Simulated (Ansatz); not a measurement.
# C₂H₄FNO: a ladder of functionals and wavefunction methods

One table from this session's results is given with a row withheld; the runs are named, their logs left out.

Computed with Ansatz 0.2.0, Gaussian basis. Level: functionals in def2-TZVPP, the program's frozen cores in correlated methods.

Plan: LDA (SPW92), PBE-D4, revPBE-D4, BLYP-D4, r2SCAN-D4, B97M-V, PBE0-D4, B3LYP-D4, r2SCANh-D4, r2SCAN0-D4, HSE06-D4, BHLYP-D4, CAM-B3LYP-D4, LC-ωPBE, ωB97X-V, ωB97M-V, B2PLYP, PBE-QIDH; CCSD(T)/def2-SVP; CCSD(T)/def2-TZVPP; MP2/def2-QZVPP; extrapolation to the limit; RPA on PBE.

### The relaxed structure

All runs share one geometry, relaxed beforehand with PBE0-D4 in a triple-zeta def2 set.

SMILES `N/C=C(\O)F`, 9 atoms, charge 0, spin multiplicity 1.

Atoms are counted from 1 here; the program's logs count them from 0.

Bond lengths: N1–C2 1.399 Å, N1–H6 1.010 Å, N1–H7 1.010 Å, C2–C3 1.324 Å, C2–H8 1.082 Å, C3–O4 1.346 Å, C3–F5 1.343 Å, O4–H9 0.964 Å. Angles: C2–N1–H6 112.2°, C2–N1–H7 112.7°, H6–N1–H7 109.8°, N1–C2–C3 124.3°, N1–C2–H8 117.2°, C3–C2–H8 118.4°, C2–C3–O4 124.9°, C2–C3–F5 121.7°, O4–C3–F5 113.3°, C3–O4–H9 109.7°.

The first run:

Contents of in.yaml:

```yaml
crystal:
  periodic: [false, false, false]
  atoms:
    - {symbol: N, position_ang: [-0.396056, 0.066190, -1.453245]}
    - {symbol: C, position_ang: [0.563042, -0.187557, -0.466845]}
    - {symbol: C, position_ang: [0.329700, -0.118985, 0.834978]}
    - {symbol: O, position_ang: [-0.795106, 0.366690, 1.391361]}
    - {symbol: F, position_ang: [1.243867, -0.510683, 1.737647]}
    - {symbol: H, position_ang: [-1.222061, 0.510065, -1.077129]}
    - {symbol: H, position_ang: [-0.032245, 0.614306, -2.219186]}
    - {symbol: H, position_ang: [1.536673, -0.521670, -0.798762]}
    - {symbol: H, position_ang: [-1.139415, -0.264658, 2.033879]}
basis:
  gaussian: {orbitals: def2-TZVPP}
hamiltonian: {xc: lda}
output: {orbitals: {seedname: orbitals}}
```

Steps of the session up to this table: LDA; PBE-D4 (GGA); revPBE-D4 (GGA); BLYP-D4 (GGA); r2SCAN-D4 (meta-GGA); B97M-V (meta-GGA); PBE0-D4 (hybrid); B3LYP-D4 (hybrid); r2SCANh-D4 (hybrid); r2SCAN0-D4 (hybrid); HSE06-D4 (hybrid); BHLYP-D4 (hybrid); CAM-B3LYP-D4 (range-separated); LC-ωPBE (range-separated); ωB97X-V (range-separated); ωB97M-V (range-separated); B2PLYP (double hybrid); PBE-QIDH (double hybrid).

One table of the session follows, with a row left open; its other results are not shown here.

It belongs to the step «Orbital energies across the functionals». 

```
  functional  HOMO (eV)  LUMO (eV)  gap (eV)
 LDA (SPW92)      -4.66      -0.22      4.43
      PBE-D4      -4.48      -0.11      4.37
   revPBE-D4      -4.41      -0.06      4.35
     BLYP-D4      -4.39      -0.18      4.21
   r2SCAN-D4      -4.68       0.56      5.24
      B97M-V      -4.75       0.17      4.92
     PBE0-D4      -5.74       0.78      6.52
    B3LYP-D4      -5.56       0.38      5.93
  r2SCANh-D4      -5.16       0.85      6.01
  r2SCAN0-D4          ?          ?         ?
    HSE06-D4      -5.34       0.41      5.75
    BHLYP-D4      -6.92       1.39      8.31
CAM-B3LYP-D4      -7.12       1.53      8.65
     LC-ωPBE      -8.43       2.91     11.34
     ωB97X-V      -8.06       2.71     10.77
     ωB97M-V      -7.98       2.22     10.20
```

Q: Estimate the row for r2SCAN0-D4 from the others.

Worked estimate for «HOMO (eV)». Against the share of exact exchange, r2SCAN-D4 (0, -4.68), r2SCANh-D4 (0.1, -5.16) give a slope of -4.80 per unit share; at 0.25 the line stands at -5.88.

**Answer.** HOMO (eV): -5.88; LUMO (eV): 1.25; gap (eV): 7.13. In «HOMO (eV)» the line misses by 0.00.
